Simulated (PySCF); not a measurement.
## Fractional electron number in Al (aluminium, neutral)

The 3p alpha orbital of [Ne] 3s2 3p1 is emptied in steps (occupation f), with all orbitals relaxed, ending at [Ne] 3s2. All numbers are calculated (PySCF 2.14, the non-relativistic Hamiltonian (point nucleus), in def2-SVP (4s3p1d, 18 functions)). The exact energy is a straight line in f; departures are measured from the line between the end points of the same method.

| f | UHF (eV) | LDA (eV) | PBE (eV) | PBE0 (eV) | r2SCAN (eV) | BHandHLYP (eV) | wB97X (eV) | BLYP (eV) | B3LYP (eV) |
| --- | --- | --- | --- | --- | --- | --- | --- | --- | --- |
| 1 | 0.000 | 0.000 | 0.000 | 0.000 | 0.000 | 0.000 | 0.000 | 0.000 | 0.000 |
| 0.9 | 0.026 | -0.281 | -0.276 | -0.201 | -0.257 | -0.133 | -0.018 | -0.283 | -0.223 |
| 0.7 | 0.059 | -0.658 | -0.645 | -0.468 | -0.594 | -0.310 | -0.040 | -0.661 | -0.519 |
| 0.5 | 0.069 | -0.785 | -0.767 | -0.555 | -0.699 | -0.368 | -0.045 | -0.787 | -0.617 |
| 0.3 | 0.057 | -0.659 | -0.642 | -0.463 | -0.578 | -0.308 | -0.037 | -0.660 | -0.517 |
| 0.1 | 0.024 | -0.282 | -0.273 | -0.196 | -0.242 | -0.131 | -0.016 | -0.282 | -0.220 |
| 0 | 0.000 | 0.000 | 0.000 | 0.000 | 0.000 | 0.000 | 0.000 | 0.000 | 0.000 |

Problem. For UHF, how does the orbital energy at f = 1 compare with the removal energy?

Solution. −ε = 5.844 eV against a total-energy difference of 5.558 eV. By Janak's theorem ε = ∂E/∂f, so the gap between them reflects the curvature. Along the path −ε is 5.783 (f = 0.9), 5.664 (f = 0.7), 5.552 (f = 0.5), 5.445 (f = 0.3), 5.344 (f = 0.1) eV.

| method | E(f=0) − E(f=1) (eV) | −ε at f=1 (eV) | −ε at f=0.5 (eV) |
| --- | --- | --- | --- |
| UHF | 5.558 | 5.844 | 5.552 |
| LDA | 6.023 | 2.900 | 6.018 |
| PBE | 6.061 | 2.995 | 6.067 |
| PBE0 | 6.079 | 3.841 | 6.094 |
| r2SCAN | 6.154 | 3.293 | 6.199 |
| BHandHLYP | 5.891 | 4.410 | 5.897 |
| wB97X | 5.928 | 5.726 | 5.939 |
| BLYP | 5.862 | 2.720 | 5.863 |
| B3LYP | 6.016 | 3.543 | 6.023 |

Reference removal energy between the ground levels: 5.986 eV (measured; NIST Atomic Spectra Database, ionization energies). The calculation has no spin-orbit coupling. UHF lacks correlation.
